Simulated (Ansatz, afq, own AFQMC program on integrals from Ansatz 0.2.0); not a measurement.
# Where AFQMC and coupled cluster stand for AlSiH, triplet

```yaml
atoms:
  - { symbol: Si, position_ang: [0.0000, 0.0000, 3.6947] }
  - { symbol: Al, position_ang: [0.0000, 0.0000, -0.4332] }
  - { symbol: H, position_ang: [0.0000, 0.0000, -3.2616] }
```

Connectivity, by distances: Si ··· Al ··· H.

Basis 6-31G. Noble-gas cores (and the filled d shells of Ga–Kr and In–Xe) are frozen. Ansatz 0.2.0 and our own AFQMC program on the same integrals; the CISD trial comes from CCSD amplitudes, and released means the phaseless constraint is let go. ± is one standard error of the sampling.

Determinant: UHF, the one that the program's search chose, which needn't be the lowest solution. The geometry is a point of a scan.

Full CI on the same integrals is exact in this basis and with this determinant's frozen core.

Cautions: lower spins were not checked; strong correlation (T1 0.095, weight of the determinant 0.68, largest double 0.22); unrestricted determinant spin contaminated (⟨S²⟩ 2.73 against 2.00); the released energies are still falling, so no released level is given (meV from the phaseless value at times in 1/Eh: -1 ± 4 at 0.24, -7 ± 3 at 0.51, -11 ± 3 at 0.99, -17.7 ± 2.3 at 1.62, -20 ± 3 at 2.40).

The T1 diagnostic is 0.0953. The weight of the determinant in the CISD state is 0.682, the ⟨S²⟩ of the determinant is 2.725 and the size of the correlated space is 8 electrons in 18 orbitals.

Reference: full CI, correlation energy -2.103 eV. The cautions show a poor starting determinant, so the rows tell how each method copes with it here, and full CI is the sure value.

| level | E − E(reference) (kJ/mol) | share of correlation (%) |
| --- | --- | --- |
| HF | 202.9 | 0.00 |
| MP2 | 104.2 | 48.63 |
| CCSD | 6.8 | 96.64 |
| CCSD(T) | 3.2 | 98.44 |
| CCSDT | 0.4 | 99.79 |
| CCSDT(Q) | 0.2 | 99.92 |
| CCSDTQ | 0.0 | 99.98 |
| ph-AFQMC/HF | 7.7 ± 1.9 | 96.20 |
| ph-AFQMC/CISD | 2.7 ± 0.3 | 98.65 |

CCSDT and higher add their correlation energy to the determinant of the CCSD(T) run, since their own runs factorise the integrals more tightly (a shift of under 2 meV). A walk keeps the symmetry of its determinant, which the program's search chose and which needn't be the lowest solution, so a lower state of the same spin and another symmetry isn't excluded.
